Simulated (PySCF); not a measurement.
Isomers of C3H5Cl, mass 76.008 u with the commonest isotopes. Method used: PBE0-D3(BJ)/def2-SVP geometry optimisation, gas phase (PySCF). One conformer each, none proved a minimum here; rigid rotors.

Task: Order these by rotational constant A, smallest first.
A. 2-chloro-1-propene (`C=C(C)Cl`)
B. `[CH2:1]=[CH:2][CH2:3][Cl:4]` with C1–C2–C3–Cl4 124°
C. 1-chloro-1-propene(E) (`C/C=C/Cl`)
D. `C1CC1Cl`
E. 1-chloro-1-propene(Z), `C/C=C\Cl`

Result: A (9261 MHz), E (14390 MHz), D (16719 MHz), B (22634 MHz), C (41598 MHz).

Task: Order these by radius of gyration √(Σ m r²/M), smallest first.
A. 2-chloro-1-propene (`ClC(=C)C`)
B. `ClC1CC1`
C. 1-chloro-1-propene(Z), `C(=C/C)/Cl`
D. 1-chloro-1-propene(E), `C/C=C/Cl`
E. `[CH2:1]=[CH:2][CH2:3][Cl:4]` with C1–C2–C3–Cl4 124°

Result: B (1.406 Å), A (1.424 Å), C (1.512 Å), E (1.611 Å), D (1.691 Å).

Task: Order these by rotational constant C, largest first.
A. `C/C=C\Cl` (1-chloro-1-propene(Z))
B. `C/C=C/Cl` (1-chloro-1-propene(E))
C. `[CH2:1]=[CH:2][CH2:3][Cl:4]` with C1–C2–C3–Cl4 124°
D. `C=C(C)Cl` (2-chloro-1-propene)
E. `ClC1CC1`

Result: E (3609 MHz), D (3315 MHz), A (2935 MHz), C (2675 MHz), B (2344 MHz).

```tsv
SMILES	point group	Ia (u·Å²)	Ib (u·Å²)	Ic (u·Å²)	κ	μa (D)	μb (D)	μc (D)
C/C=C\Cl	Cs	35.12	140.24	172.21	-0.88	1.39	0.61	0.00
C/C=C/Cl	Cs	12.15	206.65	215.65	-0.99	1.80	0.25	0.00
C=CCCl	C1	22.33	183.07	188.91	-0.99	1.62	0.92	0.19
C=C(C)Cl	Cs	54.57	101.05	152.45	-0.43	1.50	0.32	0.00
ClC1CC1	Cs	30.23	130.06	140.02	-0.96	1.73	0.00	0.45
```
